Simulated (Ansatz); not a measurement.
**Al2O (singlet): from Hartree-Fock to the top rungs, cc-pVTZ**

How much of the correlation energy of Al2O (singlet) does each wave-function method recover here?

Program: Ansatz 0.2.0, Gaussian basis. Level of theory: cc-pVTZ, core rule «outside noble gas», up to 11 orbitals frozen. These are calculated values, not measurements.

Plan: UHF; CCSD(T) on RHF; BCCD(T) on RHF; CCSDT(Q) on RHF; CASSCF and NEVPT2, 12 electrons in 12 orbitals.

3 further runs of the same task are left out: 2 for a known fault of the program, 1 set aside as unsound or not needed.

### 1 The system

The geometry is a PBE0/def2-TZVP stationary point (not a proven minimum).

3 atoms, charge 0, spin multiplicity 1.

Atoms are counted from 1 here; the program's logs count them from 0.

Bond lengths: Al1–O2 1.705 Å, O2–Al3 1.705 Å. Angles: Al1–O2–Al3 180.0°.

### 2 UHF

The input, in.yaml:

```yaml
crystal:
  periodic: [false, false, false]
  atoms:
    - {symbol: Al, position_ang: [0.000000, 0.000000, 1.704700]}
    - {symbol: O, position_ang: [0.000000, 0.000000, 0.000000]}
    - {symbol: Al, position_ang: [0.000000, 0.000000, -1.704700]}
basis:
  gaussian: {orbitals: cc-pVTZ}
magnetization: {spin_polarized: true, initial_magnetization: 0}
hamiltonian: {xc: hf}
output: {orbitals: {seedname: orbitals}}
```

Run with:

```sh
$ ansatz run in.yaml --threads 1 --pin off --events-out ev --progress --plain --max-ram 4096MiB --backend cpu
```

The runs that follow: CCSD(T) on RHF; BCCD(T) on RHF; CCSDT(Q) on RHF; CASSCF and NEVPT2, 12 electrons in 12 orbitals.

**Question.** What will the summary of the whole plan be? Wanted: RCCSDT(Q) below the RHF energy; RMP2 from RCCSDT(Q); RCCSD from RCCSDT(Q); RCCSD(T) from RCCSDT(Q); NEVPT2 valence from RCCSDT(Q); T1 diagnostic; effectively unpaired electrons.

As calculated:

| quantity | value |
| --- | --- |
| RCCSDT(Q) below the RHF energy | -10.2733 eV |
| RMP2 from RCCSDT(Q) | +20.41 kcal/mol |
| RCCSD from RCCSDT(Q) | +10.04 kcal/mol |
| RCCSD(T) from RCCSDT(Q) | +0.76 kcal/mol |
| NEVPT2 valence from RCCSDT(Q) | +34.85 kcal/mol |
| levels within 1 kcal/mol (43 meV) | RCCSD(T), BCCD(T), RCCSDT |
| T1 diagnostic | 0.018 |
| effectively unpaired electrons | 0.03 |

What this shows: RCCSD(T) lands +0.76 kcal/mol from the yardstick (0.3 % of the correlation energy). One determinant dominates. These misses are within one basis, not against nature.
